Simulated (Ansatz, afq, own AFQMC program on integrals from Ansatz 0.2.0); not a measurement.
Two steps: Ansatz 0.2.0 writes the Fock matrix and Cholesky factors of the valence space, and afq projects on them the lowest state that overlaps trial and start.

```yaml
crystal:
  periodic: [false, false, false]
  atoms:
    - {symbol: Si, position_ang: [-0.002716, 0.000000, 0.492711]}
    - {symbol: C, position_ang: [0.023717, -0.000001, -1.396758]}
    - {symbol: H, position_ang: [0.630455, -1.216386, 1.069825]}
    - {symbol: H, position_ang: [0.630650, 1.216284, 1.069826]}
    - {symbol: H, position_ang: [-1.468051, 0.000117, 0.775218]}
basis:
  gaussian: {orbitals: cc-pVDZ}
magnetization: {spin_polarized: false, initial_magnetization: 1}
correlation: {method: ccsd_t, electrons: outside_noble_gas, hamiltonian_folder: ham}
```

```sh
$ ansatz run in.yaml --threads 1 --pin off --events-out ev --progress --plain --max-ram 24576MiB --backend cuda --devices 0, --max-vram 18GiB
```

afq runs on the folder ham with

```
--method phaseless --trial cisd --walkers 4000 --populations 20 --least-time 60 --time-step 0.005 --steps-per-block 50 --equilibration-blocks 28 --max-blocks 4000 --target-error 0.0002 --factor-cut 1e-05 --start spin_pure --seed 2741 --release-times 0.24,0.51,0.99,1.62,2.4 --release-step 0.03 --release-every 3 --taylor-order 6
```

Times are imaginary, in 1/Eh. The walk had a cap of 130 s. With eight or more populations the least sampling time is a fifth of least-time, and the error comes from their spread.

Log:

```
orbitals 41  electrons 6 5  factors 308 of 444
reference energy -328.35868513 Eh
CCSD correlation -0.22754478 Eh in 32 cycles, weight of the determinant in the CISD state 0.8690
energy of the start -328.586228 Eh
 block  time / (1/Eh)  mean weight  energy / Eh
     1     0.250  0.9998  -328.582547
     2     0.500  0.9999  -328.583626
     3     0.750  1.0002  -328.585328
     4     1.000  0.9998  -328.587239
     5     1.250  1.0000  -328.588460
     8     2.000  1.0001  -328.590767
    11     2.750  1.0001  -328.591838
    14     3.500  0.9997  -328.592155
    17     4.250  1.0000  -328.592296
    20     5.000  1.0000  -328.592861
    23     5.750  1.0002  -328.592754
    26     6.500  0.9999  -328.593819
    29     7.250  1.0002  -328.592709
    30     7.500  1.0000  -328.592324
    32     8.000  1.0001  -328.592329
    35     8.750  1.0001  -328.593737
    38     9.500  1.0000  -328.593927
    41    10.250  1.0002  -328.593325
    44    11.000  1.0000  -328.593544
    47    11.750  1.0002  -328.592938
    50    12.500  0.9999  -328.593298
    53    13.250  1.0001  -328.592819
    56    14.000  1.0000  -328.593773
    59    14.750  0.9998  -328.592933
    62    15.500  0.9996  -328.593024
    65    16.250  0.9997  -328.593533
    66    16.500  1.0002  -328.593958
    68    17.000  0.9999  -328.593142
    71    17.750  0.9998  -328.593675
    74    18.500  1.0001  -328.592990
    77    19.250  0.9997  -328.592521
    78    19.500  0.9998  -328.592638
error from the spread of 20 populations
released: time / (1/Eh)  energy / Eh  error  mean overlap
  0.24  -328.593433  0.000108  0.9971
  0.51  -328.593560  0.000078  0.9945
  0.99  -328.593650  0.000120  0.9959
  1.62  -328.593780  0.000107  0.9931
  2.40  -328.593726  0.000200  0.9910
energy -328.593222 +/- 0.000138 Eh
(rows thinned)
```

The run passed its tests (sampling time, drift between the halves within three errors, error under three times the target), which doesn't prove that it has relaxed.

Against this walk (error 3.8 meV) on the same determinant: CCSD(T) 35.0 meV higher, CCSDT(Q) 9.8 meV lower. The error is statistical and leaves out the bias of the constraint. Released to 2.40 1/Eh the energy lies 14 ± 7 meV (both errors) below the phaseless value, which shows part or all of the bias of the constraint, and CCSDT(Q) lies 3.9 meV above the released value.

Cautions: constraint bias not in the error; another spin lies lower (by 308 meV); a spin-contaminated unrestricted determinant lies lower (UHF 424 meV lower, ⟨S²⟩ 1.40).

The walk took 45 s on 1 × NVIDIA H100 80GB HBM3 with 2 threads of AMD EPYC 7R13 Processor (Zen 3), with other jobs on the host (the card was shared). The log's last line is the phaseless energy.

CCSDT and higher add their correlation energy to the determinant of the CCSD(T) run, since their own runs factorise the integrals more tightly (a shift of under 2 meV). A walk keeps the symmetry of its determinant, which the program's search chose and which needn't be the lowest solution, so a lower state of the same spin and another symmetry isn't excluded.
